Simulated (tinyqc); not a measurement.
Ways to converge the cycle: SCF convergence aids in the sto-3g basis, for H2O+, spin multiplicity 2. Computed by the program tinyqc with PySCF. UHF with one setting changed at a time; a run stops when the energy changes by less than 1e-09 hartree and the error matrix is below 1e-5. The start is the Wolfsberg-Helmholz matrix. Damping d keeps d of the old density; a shift (hartree) raises the virtual levels; DIIS n extrapolates F over n matrices.

Geometry (angstrom):
```
atom,x,y,z
O,0.0000,0.0000,0.0000
H,0.0000,0.7150,0.5960
H,0.0000,-0.6860,0.5720
```

lowest solution found by these runs and by PySCF with stability checks = -74.628367 hartree

Largest element of the error matrix X^T (FDS - SDF) X:
```
iteration,plain,damping 0.3,damping 0.6,shift 0.4,DIIS 3,DIIS 8
1,2.1e-01,2.1e-01,2.1e-01,2.1e-01,2.1e-01,2.1e-01
2,5.5e-02,1.0e-01,1.5e-01,8.5e-02,5.5e-02,5.5e-02
3,1.5e-02,5.0e-02,1.1e-01,3.4e-02,9.2e-03,9.2e-03
4,4.3e-03,2.4e-02,7.5e-02,1.4e-02,2.6e-03,2.6e-03
5,1.8e-03,1.2e-02,5.3e-02,6.5e-03,8.9e-04,8.6e-04
6,9.3e-04,6.0e-03,3.7e-02,3.3e-03,2.9e-04,2.8e-04
8,3.0e-04,1.6e-03,1.9e-02,1.1e-03,5.5e-06,4.2e-06
10,1.0e-04,6.3e-04,9.4e-03,4.4e-04,-,-
14,1.4e-05,1.5e-04,2.5e-03,8.0e-05,-,-
20,-,2.0e-05,4.4e-04,8.3e-06,-,-
30,-,-,6.8e-05,-,-,-
```

How each run ends:
```
run,iterations,E (hartree),state
plain,16,-74.628367,lowest found
damping 0.3,23,-74.628367,lowest found
damping 0.6,42,-74.628367,lowest found
shift 0.4,20,-74.628367,lowest found
DIIS 3,9,-74.628367,lowest found
DIIS 8,8,-74.628367,lowest found
```

What does the comparison show, and why?

6 of 6 runs reach the lowest solution found, in 8 to 42 iterations (fastest: DIIS 8). Plain steps already contract here, so damping only slows them. DIIS 3 and DIIS 8 gain by cancelling the error over several earlier matrices, much as a quasi-Newton step does.
